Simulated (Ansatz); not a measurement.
We consider diamond, described by LDA in Ansatz (plane waves, PAW).

Run with plane-wave cutoff 520 eV, 12×12×12 k mesh, perturbation theory, force constants from a 4×4×4 q mesh, scalar-relativistic PAW data made under PBE.

Computed at the level's own relaxed cell.

```yaml
crystal:
  lattice:
    - [0.00000, 1.76594, 1.76594]
    - [1.76594, 0.00000, 1.76594]
    - [1.76594, 1.76594, 0.00000]
  atoms:
    - { symbol: C, position: [0.50000, 0.50000, 0.50000] }
    - { symbol: C, position: [0.75000, 0.75000, 0.75000] }
```

Harmonic phonon frequencies (cm⁻¹; i marks an imaginary mode):

```json
[
 {"q point": "Γ", "frequencies": "___"}
]
```

Task: Fill in the missing entries.

Result: 
- Γ, frequencies: 0 0 0 1323 1323 1323

Measured, for comparison: zone-centre TO phonon frequency 1333 cm⁻¹ (low temperature, zero-point motion not removed; as tabulated in Kunc et al. (2003), arXiv:cond-mat/0304692). Computed (rounded) less measured: zone-centre TO phonon frequency -0.8 %.

Ansatz is a first-principles code.
